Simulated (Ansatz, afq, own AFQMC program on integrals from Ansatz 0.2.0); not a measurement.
Two steps: Ansatz 0.2.0 writes the Fock matrix and Cholesky factors of the valence space, and afq projects on them the lowest state that overlaps trial and start.

```yaml
crystal:
  periodic: [false, false, false]
  atoms:
    - {symbol: Ge, position_ang: [0.000000, 0.000000, 1.145674]}
    - {symbol: C, position_ang: [0.000000, 0.000000, -5.069326]}
    - {symbol: H, position_ang: [0.000000, 1.293054, 1.961826]}
    - {symbol: H, position_ang: [0.000000, -1.293054, 1.961826]}
basis:
  gaussian: {orbitals: cc-pVDZ}
magnetization: {spin_polarized: false}
correlation: {method: ccsd_t, electrons: outside_noble_gas, hamiltonian_folder: ham}
```

```sh
$ ansatz run in.yaml --threads 1 --pin off --events-out ev --progress --plain --max-ram 1382MiB
```

Options of the walk:

```
--method phaseless --trial cisd --walkers 60 --populations 1 --least-time 40 --time-step 0.005 --steps-per-block 50 --equilibration-blocks 40 --max-blocks 300 --target-error 0.00076 --factor-cut 1e-05 --seed 3338 --release-times 0.24,0.51,0.99,1.62,2.4 --release-step 0.03 --release-every 4 --taylor-order 6
```

Times are imaginary, in 1/Eh. The walk had a cap of 1091 s. Filled inner d shells are frozen with the cores.

afq prints:

```
orbitals 36  electrons 5 5  factors 242 of 546
reference energy -2114.02583957 Eh
CCSD correlation -0.21133748 Eh in 25 cycles, weight of the determinant in the CISD state 0.7310
energy of the start -2114.237177 Eh
 block  time / (1/Eh)  mean weight  energy / Eh
     1     0.250  1.0022  -2114.232832
     2     0.500  1.0012  -2114.232398
     3     0.750  0.9990  -2114.233733
     4     1.000  0.9990  -2114.235368
     5     1.250  1.0014  -2114.235770
    10     2.500  0.9997  -2114.236865
    49    12.250  1.0021  -2114.251346
    89    22.250  1.0004  -2114.247595
   129    32.250  0.9992  -2114.253840
   169    42.250  0.9959  -2114.243951
   209    52.250  0.9997  -2114.257849
   249    62.250  0.9969  -2114.234065
   289    72.250  1.0012  -2114.249878
   329    82.250  1.0015  -2114.270400
   337    84.250  0.9978  -2114.232640
blocks merged  error / Eh  count
     1  0.000522  300
     2  0.000657  150
     4  0.000772  75
     8  0.000841  37
    16  0.000874  18
    32  0.000825  9
released: time / (1/Eh)  energy / Eh  error  mean overlap
  0.24  -2114.245611  0.001367  0.9896
  0.51  -2114.246175  0.001277  0.9874
  0.99  -2114.246224  0.001564  0.9863
  1.62  -2114.247931  0.001997  0.9839
  2.40  -2114.248181  0.002627  0.9892
energy -2114.244711 +/- 0.000874 Eh
(rows thinned)
```

The run passed its tests (sampling time, drift between the halves within three errors, error under three times the target), which doesn't prove that it has relaxed.

Against this walk (error 23.8 meV) on the same determinant: CCSD(T) 62.7 meV higher, CCSDT(Q) 17.7 meV lower (within the noise). The error is statistical and leaves out the bias of the constraint. None of these is a sure reference here. Released to 0.99 1/Eh the energy moves by -41 ± 49 meV (both errors), within twice the noise.

Cautions: constraint bias not in the error; error above the target (23.8 against 20.7 meV); no relativity below Rb; no spin-orbit coupling; inner d shell frozen; higher spins were not checked; restricted determinant unstable towards unrestricted (UHF 2.44 eV lower, ⟨S²⟩ 2.01); strong correlation (T1 0.010, weight of the determinant 0.73, largest double 0.33); CCSD(T) is in doubt: in a space of 8 electrons in 8 natural orbitals full CI lies 85 meV below it; CCSDT(Q) on the UHF determinant differs (1.55 eV lower), perhaps since the unrestricted series falls towards higher spin; the bias of populations of 60 walkers isn't removed.

The walk took 110 s on 1 thread of Intel(R) Xeon(R) 6975P-C (Granite Rapids), with other jobs on the host. The log's last line is the phaseless energy.

CCSDT and higher add their correlation energy to the determinant of the CCSD(T) run, since their own runs factorise the integrals more tightly (a shift of under 2 meV). A walk keeps the symmetry of its determinant, which the program's search chose and which needn't be the lowest solution, so a lower state of the same spin and another symmetry isn't excluded.
